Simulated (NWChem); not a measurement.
System: O3 anion, doublet

Here is an NWChem input.

```
start job
memory heap 200 mb stack 900 mb global 1100 mb
charge -1
geometry units angstroms noautosym nocenter noautoz
  O     -1.135102     0.000000    -0.238988
  O      0.000000     0.000000     0.477976
  O      1.135102     0.000000    -0.238988
end
basis spherical
  * library aug-cc-pvdz
end
dft
  odft
  mult 2
  xc pbe0
  iterations 150
end
cosmo
  do_cosmo_smd true
  solvent cychexon
end
task dft energy
```

Parts of the log:

```
             Northwest Computational Chemistry Package (NWChem) 7.3.0
             --------------------------------------------------------

                             Geometry "geometry" -> ""
                             -------------------------

 Output coordinates in angstroms (scale by  1.889725989 to convert to a.u.)

  No.       Tag          Charge          X              Y              Z
 ---- ---------------- ---------- -------------- -------------- --------------
    1 O                    8.0000    -1.13510200     0.00000000    -0.23898800
    2 O                    8.0000     0.00000000     0.00000000     0.47797600
    3 O                    8.0000     1.13510200     0.00000000    -0.23898800

 Effective nuclear repulsion energy (a.u.)      65.3697110344

                                 NWChem DFT Module
                                 -----------------

 Summary of "ao basis" -> "ao basis" (spherical)
 ------------------------------------------------------------------------------
       Tag                 Description            Shells   Functions and Types
 ---------------- ------------------------------  ------  ---------------------
 O                        aug-cc-pvdz                9       23   4s3p2d

 in cosmo_initialize ...
 calling solv_data for solv:cychexon

 solvent parameters
 solvname_short: cychexon
 solvname_long:  cyclohexanone
 dielec:       15.6190
 dielecinf:     2.1045
 nonaqueous SMD model solvent descriptors
 dielec:       15.6190
 sola:          0.0000
 solb:          0.5600
 solc:          0.0000
 solg:         49.7600
 solh:          0.0000
 soln:          1.4507

          ---------------
          -cosmo- solvent
          ---------------
 Cosmo: York-Karplus, doi: 10.1021/jp992097l
 dielectric constant -eps-     =  15.62
 screen = (eps-1)/(eps    )    =   0.93598
 surface charge correction     = lagrangian

   van der Waals surface
 --------------------------

 ---------- ATOMIC COORDINATES (A.U.) ------------ VDWR(ANG.) --
     1   -2.14503175    0.00000000   -0.45162183     2.294
     2    0.00000000    0.00000000    0.90324367     2.294
     3    2.14503175    0.00000000   -0.45162183     2.294
 number of segments per atom =        128
 number of   points per atom =        128
 atom (   nspa,  nppa )
 ----------------------
    1 (     84,     0 )       0
    2 (     52,     0 )       0
    3 (     84,     0 )       0
 number of -cosmo- surface points =      220
 molecular surface =    101.632 angstrom**2
 molecular volume  =     92.435 angstrom**3
 -lineq- algorithm             =   0
 -bem- low  level              =   3
 -bem- from -octahedral-
 gaussian surface charge width =   4.50000
 degree of switching           =   1.00000
 switching function tolerance  =   0.00010
 atomic radii =
 --------------
    1  8.000  2.294
    2  8.000  2.294
    3  8.000  2.294
 ...... end of -cosmo- initialization ......

 nat:                     3
 ixmem:                   608
 calling mnsol_interface()
 G(SMD-CDS) energy (kcal/mol)  =    -7.165
 SMD-CDS SASA (angstrom**2)    =    77.884

            General Information
            -------------------
          SCF calculation type: DFT
          Wavefunction type:  spin polarized.
          No. of atoms     :     3
          No. of electrons :    25
           Alpha electrons :    13
            Beta electrons :    12
          Charge           :    -1
          Spin multiplicity:     2
          Use of symmetry is: off; symmetry adaption is: off
          Maximum number of iterations: 150
          AO basis - number of functions:    69
                     number of shells:    27
          Convergence on energy requested:  1.00D-06
          Convergence on density requested:  1.00D-05
          Convergence on gradient requested:  5.00D-04

              XC Information
              --------------
                         PBE0 Method XC Functional
                     Hartree-Fock (Exact) Exchange  0.250
          PerdewBurkeErnzerhof Exchange Functional  0.750
            Perdew 1991 LDA Correlation Functional  1.000 local
           PerdewBurkeErnz. Correlation Functional  1.000 non-local

             Grid Information
             ----------------
          Grid used for XC integration:  medium
          Radial quadrature: Mura-Knowles
          Angular quadrature: Lebedev.
          Tag              B.-S. Rad. Rad. Pts. Rad. Cut. Ang. Pts.
          ---              ---------- --------- --------- ---------
          O                   0.60       49          10.0       434
          Grid pruning is: on
          Number of quadrature shells:   147
          Spatial weights used:  Erf1

      Superposition of Atomic Density Guess
      -------------------------------------

 Sum of atomic energies:        -224.30044408

 Renormalizing density from      24.00 to     25

      Non-variational initial energy
      ------------------------------

 Total energy =    -229.811517
 1-e energy   =    -458.064874
 2-e energy   =     162.883646
 HOMO         =       0.255559
 LUMO         =       0.298967

   convergence    iter        energy       DeltaE   RMS-Dens  Diis-err
 ---------------- ----- ----------------- --------- --------- ---------
     COSMO gas phase
 d= 0,ls=0.0,diis     1   -224.8790456581 -2.90D+02  2.72D-02  1.17D+00
                                                     1.82D-02  9.67D-01
 d= 0,ls=0.0,diis     2   -224.3939420068  4.85D-01  1.01D-02  2.44D+00
                                                     1.06D-02  2.51D+00
 d= 0,ls=0.0,diis     3   -225.2489829125 -8.55D-01  3.21D-03  1.68D-01
                                                     3.46D-03  1.74D-01
 d= 0,ls=0.0,diis     4   -225.3065800789 -5.76D-02  9.21D-04  1.08D-02
                                                     6.46D-04  1.05D-02
 d= 0,ls=0.0,diis     5   -225.3104784112 -3.90D-03  1.99D-04  3.52D-05
                                                     6.73D-05  9.64D-06
  Resetting Diis
 d= 0,ls=0.0,diis     6   -225.3104998676 -2.15D-05  2.39D-05  4.39D-07
                                                     2.29D-05  1.59D-06
 d= 0,ls=0.0,diis     7   -225.3105008919 -1.02D-06  4.53D-06  9.53D-08
                                                     6.92D-06  9.21D-08
 d= 0,ls=0.0,diis     8   -225.3105009588 -6.69D-08  2.48D-06  3.60D-08
                                                     2.36D-06  4.47D-08

[...]

                                COSMO-SMD solvation results
                                ---------------------------

             internal energy in gas <Psi(g)|H|Psi(g)> =      -225.310500958803
         internal energy in solvent <Psi(s)|H|Psi(s)> =      -225.310366114030
                               delta internal energy  =         0.000134844773 (    0.08 kcal/mol)
   total free energy in solvent <Psi(s)|H+V/2|Psi(s)> =      -225.398000782660
 polarization energy contribution <Psi(s)|V/2|Psi(s)> =        -0.087634668629 (  -54.99 kcal/mol)
    total free energy in solvent including G(SMD-CDS) =      -225.409418778901
                       G(SMD-CDS) energy contribution =        -0.011417996241 (   -7.16 kcal/mol)
     1 M fixed-concentration free energy of solvation =        -0.098917820097 (  -62.07 kcal/mol)

                    DFT Final Alpha Molecular Orbital Analysis
                    ------------------------------------------

 Vector   11  Occ=1.000000D+00  E=-2.292369D-01
              MO Center= -7.9D-05, -3.2D-09, -1.9D-01, r^2= 1.9D+00
   Bfn.  Coefficient  Atom+Function         Bfn.  Coefficient  Atom+Function
  ----- ------------  ---------------      ----- ------------  ---------------
     7      0.427202  1 O  pz                53      0.427171  3 O  pz
    10      0.290942  1 O  pz                56      0.290920  3 O  pz
    30     -0.256872  2 O  pz                27     -0.201478  2 O  s
    26     -0.175144  2 O  s                 33     -0.149820  2 O  pz
    13      0.114892  1 O  pz                59      0.114883  3 O  pz

 Vector   12  Occ=1.000000D+00  E=-2.262516D-01
              MO Center=  8.0D-05,  8.8D-10, -1.7D-01, r^2= 2.1D+00
   Bfn.  Coefficient  Atom+Function         Bfn.  Coefficient  Atom+Function
  ----- ------------  ---------------      ----- ------------  ---------------
     5      0.336031  1 O  px                51      0.336036  3 O  px
     7     -0.330823  1 O  pz                53      0.330863  3 O  pz
     8      0.231348  1 O  px                10     -0.231233  1 O  pz
    54      0.231352  3 O  px                56      0.231260  3 O  pz
    13     -0.095296  1 O  pz                59      0.095307  3 O  pz

 Vector   13  Occ=1.000000D+00  E=-1.819601D-01
              MO Center=  3.4D-06, -5.1D-09, -3.8D-02, r^2= 1.8D+00
   Bfn.  Coefficient  Atom+Function         Bfn.  Coefficient  Atom+Function
  ----- ------------  ---------------      ----- ------------  ---------------
    29      0.460465  2 O  py                 6     -0.402936  1 O  py
    52     -0.402938  3 O  py                32      0.322130  2 O  py
     9     -0.293846  1 O  py                55     -0.293847  3 O  py
    35      0.162004  2 O  py                12     -0.151177  1 O  py
    58     -0.151178  3 O  py

 Vector   14  Occ=0.000000D+00  E= 8.559223D-02
              MO Center= -2.7D-04, -4.4D-08, -1.4D-01, r^2= 8.7D+00
   Bfn.  Coefficient  Atom+Function         Bfn.  Coefficient  Atom+Function
  ----- ------------  ---------------      ----- ------------  ---------------
    27      5.387138  2 O  s                  4     -2.412774  1 O  s
    50     -2.412144  3 O  s                 36     -1.468560  2 O  pz
    11     -1.283600  1 O  px                57      1.283347  3 O  px
    13     -0.670351  1 O  pz                59     -0.670175  3 O  pz
    26      0.326502  2 O  s                 33     -0.276096  2 O  pz

 Vector   15  Occ=0.000000D+00  E= 8.574168D-02
              MO Center=  2.6D-04, -4.4D-08, -4.9D-01, r^2= 1.1D+01
   Bfn.  Coefficient  Atom+Function         Bfn.  Coefficient  Atom+Function
  ----- ------------  ---------------      ----- ------------  ---------------
     4      3.566227  1 O  s                 50     -3.566657  3 O  s
    34      2.628690  2 O  px                11      1.428405  1 O  px
    57      1.428633  3 O  px                13      0.993141  1 O  pz
    59     -0.993260  3 O  pz                31      0.370753  2 O  px
     3      0.169036  1 O  s                 49     -0.169085  3 O  s

 Vector   16  Occ=0.000000D+00  E= 1.111731D-01
              MO Center=  1.8D-06, -1.4D-07,  1.0D+00, r^2= 6.4D+00
   Bfn.  Coefficient  Atom+Function         Bfn.  Coefficient  Atom+Function
  ----- ------------  ---------------      ----- ------------  ---------------
    27      2.114280  2 O  s                  4     -1.919057  1 O  s
    50     -1.919051  3 O  s                 36     -1.578005  2 O  pz
    26      0.382461  2 O  s                  3      0.238425  1 O  s
    49      0.238425  3 O  s                  8     -0.200107  1 O  px
    54      0.200107  3 O  px                11     -0.163796  1 O  px

                     DFT Final Beta Molecular Orbital Analysis
                     -----------------------------------------

 Vector   10  Occ=1.000000D+00  E=-2.188426D-01
              MO Center= -2.0D-04, -2.5D-09, -1.8D-01, r^2= 1.9D+00
   Bfn.  Coefficient  Atom+Function         Bfn.  Coefficient  Atom+Function
  ----- ------------  ---------------      ----- ------------  ---------------
     7      0.422285  1 O  pz                53      0.422207  3 O  pz
    10      0.289044  1 O  pz                56      0.288988  3 O  pz
    30     -0.262642  2 O  pz                27     -0.214811  2 O  s
    26     -0.176821  2 O  s                 33     -0.154926  2 O  pz
    13      0.122036  1 O  pz                59      0.122012  3 O  pz

 Vector   11  Occ=1.000000D+00  E=-2.177084D-01
              MO Center=  2.0D-04,  3.4D-09, -1.7D-01, r^2= 2.1D+00
   Bfn.  Coefficient  Atom+Function         Bfn.  Coefficient  Atom+Function
  ----- ------------  ---------------      ----- ------------  ---------------
     5      0.334368  1 O  px                51      0.334380  3 O  px
     7     -0.327906  1 O  pz                53      0.328007  3 O  pz
     8      0.231185  1 O  px                10     -0.232140  1 O  pz
    54      0.231196  3 O  px                56      0.232209  3 O  pz
    13     -0.100034  1 O  pz                59      0.100063  3 O  pz

 Vector   12  Occ=1.000000D+00  E=-2.043565D-01
              MO Center= -3.3D-07, -4.9D-09, -2.2D-01, r^2= 2.1D+00
   Bfn.  Coefficient  Atom+Function         Bfn.  Coefficient  Atom+Function
  ----- ------------  ---------------      ----- ------------  ---------------
     6      0.445996  1 O  py                52     -0.445996  3 O  py
     9      0.317872  1 O  py                55     -0.317872  3 O  py
    12      0.136942  1 O  py                58     -0.136942  3 O  py
    42     -0.027566  2 O  d -2

 Vector   13  Occ=0.000000D+00  E=-2.723121D-02
              MO Center=  1.1D-06, -1.1D-08, -1.8D-02, r^2= 2.0D+00
   Bfn.  Coefficient  Atom+Function         Bfn.  Coefficient  Atom+Function
  ----- ------------  ---------------      ----- ------------  ---------------
    29      0.469820  2 O  py                32      0.364340  2 O  py
     6     -0.355686  1 O  py                52     -0.355687  3 O  py
    35      0.344183  2 O  py                12     -0.290164  1 O  py
    58     -0.290165  3 O  py                 9     -0.274527  1 O  py
    55     -0.274528  3 O  py

 Vector   14  Occ=0.000000D+00  E= 8.759364D-02
              MO Center= -1.4D-05, -3.3D-08, -4.8D-01, r^2= 1.1D+01
   Bfn.  Coefficient  Atom+Function         Bfn.  Coefficient  Atom+Function
  ----- ------------  ---------------      ----- ------------  ---------------
     4      3.642069  1 O  s                 50     -3.642050  3 O  s
    34      2.678564  2 O  px                11      1.448561  1 O  px
    57      1.448551  3 O  px                13      1.002556  1 O  pz
    59     -1.002551  3 O  pz                31      0.364916  2 O  px
     3      0.162660  1 O  s                 49     -0.162658  3 O  s

 Vector   15  Occ=0.000000D+00  E= 8.998243D-02
              MO Center=  1.1D-05, -3.1D-08, -4.0D-02, r^2= 9.2D+00
   Bfn.  Coefficient  Atom+Function         Bfn.  Coefficient  Atom+Function
  ----- ------------  ---------------      ----- ------------  ---------------
    27      5.804621  2 O  s                  4     -2.649114  1 O  s
    50     -2.649144  3 O  s                 36     -1.606821  2 O  pz
    11     -1.348531  1 O  px                57      1.348543  3 O  px
    13     -0.711163  1 O  pz                59     -0.711171  3 O  pz
    26      0.309254  2 O  s                  3     -0.256506  1 O  s

   alpha - beta orbital overlaps
   -----------------------------

   alpha      1      2      3      4      5      6      7      8      9     10
    beta      1      2      3      4      5      6      9      7      8     12
 overlap   1.000  1.000  1.000  1.000  1.000  1.000  0.996  1.000  1.000  0.999

   alpha     11     12     13     14     15     16     17     18     19     20
    beta     10     11     13     15     14     16     17     18     19     20
 overlap   1.000  1.000  0.990  0.996  1.000  0.999  0.996  0.994  0.999  0.999

   alpha     21     22     23     24     25     26     27     28     29     30
    beta     21     22     23     24     25     26     27     28     29     30
 overlap   0.995  0.991  0.982  0.997  0.982  1.000  1.000  1.000  1.000  1.000

   alpha     31     32     33     34     35     36     37     38     39     40
    beta     31     32     33     34     35     36     37     38     39     40
 overlap   0.999  1.000  0.999  0.999  0.997  0.999  0.990  1.000  0.992  0.993

[...]
```

Level: PBE0/aug-cc-pVDZ, spin-unrestricted, SMD on the gas-phase geometry. In the optimisation the excess spin sits in b2 (C2v, its own frame). All runs use the structure optimised with B3LYP/def2-SVPD, spin-unrestricted. No stability test was run on the SCF state. Solvent: cyclohexanone.
